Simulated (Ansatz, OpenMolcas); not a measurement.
## The same job for OpenMolcas

This Ansatz 0.2.0 job computes BCl2 (SMILES Cl[B]Cl):

molecule.yaml:
```yaml
crystal:
  periodic: [false, false, false]
  atoms:
    - {symbol: Cl, position_ang: [0.371500, -1.525600, 0.030000]}
    - {symbol: B, position_ang: [-0.463900, -0.050300, -0.256900]}
    - {symbol: Cl, position_ang: [0.081500, 1.511100, 0.213700]}
basis:
  gaussian:
    orbitals: def2-TZVP
magnetization:
  spin_polarized: true
  initial_magnetization: 1
hamiltonian:
  xc: {name: BHLYP}
accuracy: high
output: {orbitals: {seedname: orbitals}}
```

```bash
$ ansatz run molecule.yaml --threads 1 --pin off --max-ram 3480MiB --events-out events.jsonl --progress --plain --runs-dir runs
```

The shape is that of a PBE0-D4/def2-TZVP optimisation.

It gives a total energy of -945.274974 Eh.

Problem. How is this level of theory, on these atoms, set up in OpenMolcas 26.06 as an input file of the program's own, asking for the gradient?

Solution. One way, which was run:

calc.inp:
```
&gateway
baslib=$CurrDir
basisset
Cl.def2-TZVP....
Cl1 0.371500 -1.525600 0.030000 angstrom
Cl3 0.081500 1.511100 0.213700 angstrom
End of Basis
basisset
B.def2-TZVP....
B2 -0.463900 -0.050300 -0.256900 angstrom
End of Basis
&seward
gridinput
Grid=UltraFine
End of Grid
&scf
uhf
spin=2
ksdft=HYB_GGA_XC_BHANDHLYP
thresholds=1e-10 1e-07 1e-07 1e-05
prorbitals=1 1
&alaska
```

```bash
$ export MOLCAS_MEM=1860
$ pymolcas calc.inp > calc.log
```

(Basis files named in the input come from the Basis Set Exchange and aren't shown.)

Its energy is -945.274974 Eh, 0.000 mEh from the first.
